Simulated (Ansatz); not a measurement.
Program: Ansatz. Geometries: PBE0-D4/def2-TZVP. ΔE: electronic, gas phase. CCSD(T)/CBS is the MP2 limit (def2-TZVPP, def2-QZVPP) plus CCSD(T) − MP2 in def2-TZVPP, frozen cores. DFT in def2-TZVPP. One conformer a species, not always the lowest.

`OC(F)CF` → `COC(F)F`  (isomerisation)

`OC(F)CF`:

Z-matrix (Å, degrees):
```
C
F 1 1.385
C 1 1.513 2 108.2
O 1 1.366 2 110.3 3 -123.6
H 1 1.094 2 107.0 3 119.3
F 3 1.382 1 108.9 2 -74.2
H 3 1.093 1 109.8 2 167.4
H 3 1.092 1 110.7 2 45.2
H 4 0.965 1 108.0 2 75.9
```

`COC(F)F`:

Cartesian coordinates in Å:
```
C 0.840 0.238 -0.815
O 0.302 -0.732 0.067
C -0.732 -0.283 0.809
F -1.838 -0.086 0.042
F -1.028 -1.231 1.702
H 1.134 1.142 -0.270
H 1.721 -0.212 -1.266
H 0.123 0.501 -1.597
H -0.522 0.663 1.328
```

```json
{"level": "revPBE-D4", "ΔE (kJ/mol)": "4.0"}
{"level": "SCS-MP2/def2-TZVPP", "ΔE (kJ/mol)": "2.4"}
```

Question: What does CCSD(T)/CBS give? (Estimate.)

Answer: Ansatz gave: +6.8 kJ/mol. The listed levels differ from it by -2.8, -4.4 kJ/mol.

Largest T1 diagnostic among the species: 0.011.

At CCSD(T), def2-SVP lies −14.0 kJ/mol from the extrapolated value and def2-TZVPP −4.4 kJ/mol. Leaving LDA and LC-ωPBE aside and taking each functional with its dispersion term where it has one, the values, not all of them listed here, spread over 4.7 kJ/mol, from B97M-V to revPBE-D4. In def2-TZVPP, CCSD(T) changes the Hartree–Fock value by +8.1 kJ/mol (the triples alone add −0.1 kJ/mol) and MP2 by +8.8 kJ/mol.
